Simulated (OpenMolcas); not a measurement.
# How methods differ on CH6Si (methylsilane)

The species is CH6Si (8 atoms), meant as a singlet with charge 0. SMILES: `C[SiH3]`. The coordinates come from a PBE0-D4/def2-TZVP relaxation.

| atom | x (Å) | y (Å) | z (Å) |
| --- | --- | --- | --- |
| C | -0.1815 | 0.2397 | -0.9403 |
| Si | 0.1624 | -0.2145 | 0.8415 |
| H | -1.2405 | 0.1125 | -1.1756 |
| H | 0.3955 | -0.3914 | -1.6198 |
| H | 0.0866 | 1.2807 | -1.1339 |
| H | -0.6250 | 0.6462 | 1.7654 |
| H | 1.6056 | -0.0400 | 1.1599 |
| H | -0.2031 | -1.6332 | 1.1028 |

Quantity: the energy change with the C1–Si2 bond stretched from 1.871 to 3.367 Å, in eV. The values are calculated.

```tsv
level	kind	program	value (eV)
SVWN5/def2-TZVP (restricted)	LDA	OpenMolcas	3.94
BLYP/def2-TZVP (restricted)	GGA	OpenMolcas	3.44
TPSS/def2-TZVP (restricted)	meta-GGA	OpenMolcas	3.71
r2SCAN/def2-TZVP (restricted)	meta-GGA	OpenMolcas	3.94
B3LYP/def2-TZVP (restricted)	global hybrid	OpenMolcas	3.84
BHLYP/def2-TZVP (restricted)	global hybrid	OpenMolcas	?
PBE0/def2-TZVP (restricted)	global hybrid	OpenMolcas	?
MP2/def2-TZVP (restricted)	perturbation theory	OpenMolcas	4.20
```

(1) Estimate the missing values from the other rows.

## Answers

(1) As computed at these levels: BHLYP/def2-TZVP (restricted): 4.32 eV; PBE0/def2-TZVP (restricted): 4.10 eV. The first shape isn't each level's own minimum. The values span 3.44 to 4.32 eV.
